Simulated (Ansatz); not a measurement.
Molecule: COS (charge +1, doublet). 
Structure (B3LYP-D3(BJ)/def2-TZVP (Ansatz, a program for electronic structure) minimum search):
```xyz
3

O      0.0000     0.0000    -1.6974
C      0.0000     0.0000    -0.5680
S      0.0000     0.0000     1.0617
```
Charge +1, spin multiplicity 2.

Parts of the frozen-core correlation energy in aug-cc-pV(T+d)Z (Ansatz, hartree). Frozen orbitals: 7; correlated occupied orbitals by spin: 8 and 7; virtual: 132 and 133. UHF or UKS for open shells. Spin-orbit coupling is left out. No relativistic terms.

| term | value |
|---|---|
| reference (HF) | -509.97894 |
| MP2 opposite-spin | -0.37127 |
| MP2 same-spin | -0.12895 |
| CCSD correlation | -0.51828 |
| (T) | -0.02775 |
| T1 diagnostic | 0.027 |
| largest doubles amplitude | 0.064 |
| <S^2> of the reference | 0.825 |
